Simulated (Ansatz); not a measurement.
`CC(F)(F)CCl`, relaxed with RKS PBE0-D4/def2-TZVP in Ansatz from a PBE-D4/def2-SVP geometry. The force threshold is 0.005 eV/Å; the program also tests the step.

Charge 0, multiplicity 1.

Start:

```xyz
11

C     0.494   -0.712    1.003
C     0.502    0.140   -0.248
F     1.196    1.300   -0.009
F     1.178   -0.524   -1.256
C    -0.863    0.493   -0.844
Cl   -1.925    1.355    0.313
H     1.540   -0.908    1.306
H    -0.015   -1.675    0.808
H    -0.034   -0.182    1.817
H    -1.376   -0.433   -1.166
H    -0.697    1.145   -1.723
```

| step | energy (eV) | largest force (eV/Å) | largest move (Å) |
| --- | --- | --- | --- |
| 1 | -21140.4470 | 0.596 | 0.000 |
| 2 | -21140.4886 | 0.215 | 0.021 |
| 3 | -21140.4936 | 0.082 | 0.013 |
| 4 | -21140.4938 | 0.040 | 0.003 |
| 5 | -21140.4939 | 0.013 | 0.003 |
| 6 | -21140.4939 | 0.002 | 0.001 |

End:

```xyz
11

C     0.489   -0.708    0.994
C     0.495    0.141   -0.242
F     1.181    1.291   -0.004
F     1.174   -0.509   -1.238
C    -0.857    0.487   -0.840
Cl   -1.901    1.350    0.297
H     1.520   -0.906    1.287
H    -0.016   -1.654    0.796
H    -0.025   -0.188    1.802
H    -1.364   -0.428   -1.142
H    -0.698    1.124   -1.709
```

Hardware: 4 threads of an Arm Neoverse V2 on a shared host. Wall time 27 s, peak host memory 0.63 GiB.
